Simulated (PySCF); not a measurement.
Species: P₂H₃ (charge -1).
Numbering: `[PH-:1][PH2:2]` (hydrogens: H3 on P1; H4, H5 on P2)

Structure used (PBE0-D3(BJ)/def2-SVP), in Å, numbered top down from 1:
```xyz
5
P2H3 angstrom
P      1.227   -0.353    0.520
P     -0.563    0.202   -0.575
H      2.025   -0.184   -0.669
H     -1.246    1.169    0.267
H     -1.560   -0.788   -0.210
```

All values: PBE0/pcSseg-1 (PySCF, non-relativistic), on one gas-phase PBE0-D3(BJ)/def2-SVP geometry that isn't relaxed in the solvent. The solvent is an IEF-PCM continuum (cavity from Bondi-type radii × 1.2). Only the electrostatic response of the medium enters.

Gas phase at PBE0/pcSseg-1: HOMO 0.53 eV, LUMO 5.80 eV.

Task: What does the continuum do to the energy and the frontier levels at PBE0/pcSseg-1 in cyclohexane and tetrahydrofuran?

Result: 
```json
{"solvent": "cyclohexane", "ε": "2.017", "E(solvent) − E(gas) (kcal/mol)": "-29.49", "polarisation term (kcal/mol)": "-29.76", "distortion of the solute (kcal/mol)": "0.27", "HOMO (eV)": "-2.08", "LUMO (eV)": "3.51"}
{"solvent": "tetrahydrofuran", "ε": "7.426", "E(solvent) − E(gas) (kcal/mol)": "-51.60", "polarisation term (kcal/mol)": "-52.80", "distortion of the solute (kcal/mol)": "1.20", "HOMO (eV)": "-4.00", "LUMO (eV)": "1.85"}
```

The polarisation term is half the interaction of the solute with the surface charges that it induces; the rest is the cost of distorting the solute's density. The sum is the electrostatic part of solvation alone. From cyclohexane to tetrahydrofuran the lowering changes by a factor 1.75, Born's factor 1 − 1/ε by 1.72 and ε itself by 3.7.

Task: Which radius a makes Born's formula ΔE = −(q²/2a)(1 − 1/ε) give the value in tetrahydrofuran?

Result: a = q²(1 − 1/ε)/(2|ΔE|) = 2.78 Å, with q = -1 e and |ΔE| = 0.0822 Eh; the farthest nucleus lies 2.13 Å from the centroid of the nuclei. The formula assumes a point charge at the centre of a sphere.

Task: Which Hirshfeld charges (PBE0/pcSseg-1) respond most in cyclohexane (means over atoms taken as equivalent)?

Result: 
| atoms | environment | gas (e) | solvent (e) | change |
| --- | --- | --- | --- | --- |
| P1 | phosphorus bonded to P and H | -0.537 | -0.567 | -0.030 |
| H4/H5 | P–H hydrogen | -0.089 | -0.077 | +0.012 |
| H3 | P–H hydrogen | -0.112 | -0.108 | +0.004 |
| P2 | three-coordinate phosphorus | -0.174 | -0.171 | +0.003 |

Task: Which Mayer bond orders change most in cyclohexane?

Result: 
```json
{"bond": "P1–P2", "length (Å)": "2.171", "gas": "1.180", "solvent": "1.154", "change": "-0.026"}
{"bond": "P2–H4", "length (Å)": "1.453", "gas": "0.881", "solvent": "0.892", "change": "+0.011"}
{"bond": "P2–H5", "length (Å)": "1.452", "gas": "0.882", "solvent": "0.893", "change": "+0.011"}
{"bond": "P1–H3", "length (Å)": "1.442", "gas": "0.915", "solvent": "0.920", "change": "+0.005"}
```
